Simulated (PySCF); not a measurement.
## Magnetic susceptibility: SMILES C=CC=C, C₄H₆

Cartesian coordinates in Å; atom numbers follow the order of the lines, from 1:
```xyz
10

C     1.717    0.206   -0.653
C     0.696   -0.184    0.122
C    -0.693    0.185   -0.104
C    -1.714   -0.206    0.671
H     1.554    0.846   -1.526
H     2.745   -0.097   -0.443
H     0.895   -0.825    0.989
H    -0.891    0.826   -0.971
H    -2.742    0.098    0.461
H    -1.552   -0.845    1.544
```

Computed, not measured: PySCF, GIAO OPBE/aug-pcSseg-1 magnetisability, rotational g tensor and spin-rotation constants, non-relativistic, gas phase. Geometry: PBE0-D3(BJ)/def2-SVP.

(1) How diamagnetic is it, and how anisotropic?

(2) Split it along the inertial axes a, b, c into diamagnetic and paramagnetic parts about the centre of mass, with the quadrupole moment.

(3) And the rotational g tensor?

## Answers

(1) Isotropic -570 × 10⁻³⁰ J/T², or -34.3 × 10⁻⁶ cm³/mol; principal values -771, -516, -423 × 10⁻³⁰ J/T², anisotropy 312 × 10⁻³⁰ J/T² (root of half the summed squared differences of the principal values). The susceptibility is in cgs units.

(2) 
| axis | χ (10⁻⁶ cm³/mol) | diamagnetic (10⁻⁶ cm³/mol) | paramagnetic (10⁻⁶ cm³/mol) | summed x² of all electrons (Å²) | quadrupole Θ (D Å) |
| --- | --- | --- | --- | --- | --- |
| a | -31.0 | -87.5 | 56.5 | 73.7 | +2.56 |
| b | -25.5 | -338.2 | 312.7 | 14.6 | +3.28 |
| c | -46.4 | -374.8 | 328.4 | 6.0 | -5.83 |

Anisotropies 2χaa − χbb − χcc = +9.8 and 2χbb − χaa − χcc = +26.5 × 10⁻⁶ cm³/mol. Θ is traceless in Buckingham's convention.

(3) 
```tsv
axis	rotational constant (GHz)	g	nuclear part	electronic part
a	42.0562	-0.2867	0.8296	-1.1163
b	4.4159	-0.0425	0.6062	-0.6487
c	3.9963	+0.0109	0.6274	-0.6165
```
Asymmetric top; isotopes 12C, 1H; no vibrational averaging.
